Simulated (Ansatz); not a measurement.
A calculation with Ansatz (development build ahead of 0.2.0).

```yaml
crystal:
  periodic: [false, false, false]
  atoms:
    - { symbol: Al, position_ang: [0.0, 0.0, 0.0] }
    - { symbol: S, position_ang: [0.0, 0.0, 3.2747] }
basis:
  gaussian: { orbitals: pcseg-2 }
total_charge: 1
magnetization:
  spin_polarized: true
hamiltonian:
  xc: { name: wB97X }
```

The input is written out in the form of the current development build from the run's settings.

Results

```
Converged                       : yes
Total energy                    : -640.25570 hartree
Spin squared of the determinant : 1.008
Stability test                  : minimum
```

Caution: the unrestricted determinant is a mixture of spin states.
